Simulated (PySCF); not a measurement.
A thermochemical cycle for LiP

CCSD(T) in PySCF with def2-TZVP on every atom, for the lowest determinant that a PBE0 search found; no spin–orbit coupling. LiP, a triplet (π ↑↑), has De = 1.51 eV to neutral atoms, and LiP⁺, a quartet (σ ↑, π ↑↑), has De = 0.34 eV to Li⁺ + P.

The adiabatic ionisation energy of LiP, between the minima, is 6.55 eV.

Question: Which ionisation energy of the Li atom does this level give?

Answer: IE(Li) = IE(molecule) + De(ion) − De(neutral) = 6.55 + 0.34 − 1.51 = 5.38 eV; the measured value is 5.392 eV (NIST ASD).

Correlated steps freeze 5 core orbitals. Weak bonds: LiP⁺. Basis-set superposition, not corrected here, can be much of De in a small basis, most of all at correlated wavefunction levels. For an ion De counts to the pair picked by the measured ionisation energies or electron affinities, which need not be the lowest pair at this level. States were picked by a PBE0 search and need not be the measured ground states.
